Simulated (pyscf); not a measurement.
**Four-centre exchange: F–B(F)–F (SMILES FB(F)F) + H₂ (SMILES [H][H]) → HF (SMILES F) + F–BH–F (SMILES FBF)**

Gas phase, singlet surface, charge 0. Bonds broken: F1–B2, H5–H6. Bonds formed: F1–H5, B2–H6. PySCF, gas phase, ωB97X-D3(BJ)/def2-SVP geometries.

Transition state (Å):

```xyz
6

F     -0.7254     1.9194    -1.5322
B      0.7558     1.3402    -1.3234
F      0.8792     0.8446    -0.0957
F      1.6479     2.2072    -1.7925
H     -0.4300     0.9952    -2.1396
H      0.4543     0.3851    -2.2269
```

One imaginary mode, 1255i cm⁻¹; descent along it reached the two sides named.

```json
[
 {"bond": "F1–B2", "change": "breaks", "reactant side (Å)": "1.323", "saddle": "1.604", "product side": "2.330"},
 {"bond": "H5–H6", "change": "breaks", "reactant side (Å)": "0.760", "saddle": "1.078", "product side": "2.6"},
 {"bond": "F1–H5", "change": "forms", "reactant side (Å)": "2.9", "saddle": "1.145", "product side": "0.926"},
 {"bond": "B2–H6", "change": "forms", "reactant side (Å)": "2.7", "saddle": "1.349", "product side": "1.205"}
]
```

Electronic energies relative to the separated reactants (kcal/mol):

| level | barrier | reaction energy | reverse barrier |
|---|---|---|---|
| ωB97X-D3(BJ)/def2-TZVP | 49.6 | +28.5 | 21.1 |
| PBE/def2-TZVP | 42.7 | +28.5 | 14.2 |
| r²SCAN/def2-TZVP | 46.4 | +31.4 | 15.0 |
| B3LYP-D3(BJ)/def2-TZVP | 50.2 | +29.3 | 20.8 |
| PBE0-D3(BJ)/def2-TZVP | 46.1 | +28.5 | 17.6 |
| M06-2X/def2-TZVP | 51.9 | +31.4 | 20.5 |
| ωB97M-D3(BJ)/def2-TZVP | 49.3 | +29.0 | 20.3 |
| HF/def2-TZVP | 67.7 | +29.5 | 38.1 |

With ωB97M-D3(BJ)/def2-TZVP energies and thermal terms (ideal gas, 1 atm, RRHO with modes under 100 cm⁻¹ raised to 100, one conformer, R ln 2 for chiral ones without a mode under 150 cm⁻¹), in kcal/mol:

```tsv
T (K)	ΔH‡	ΔG‡	ΔH	ΔG
298	51.0	58.7	+31.9	+29.5
600	49.9	67.0	+31.3	+27.4
900	49.6	75.7	+30.8	+25.5
1200	49.6	84.4	+30.4	+23.9
```

One saddle was located; it need not be the lowest between these sides.
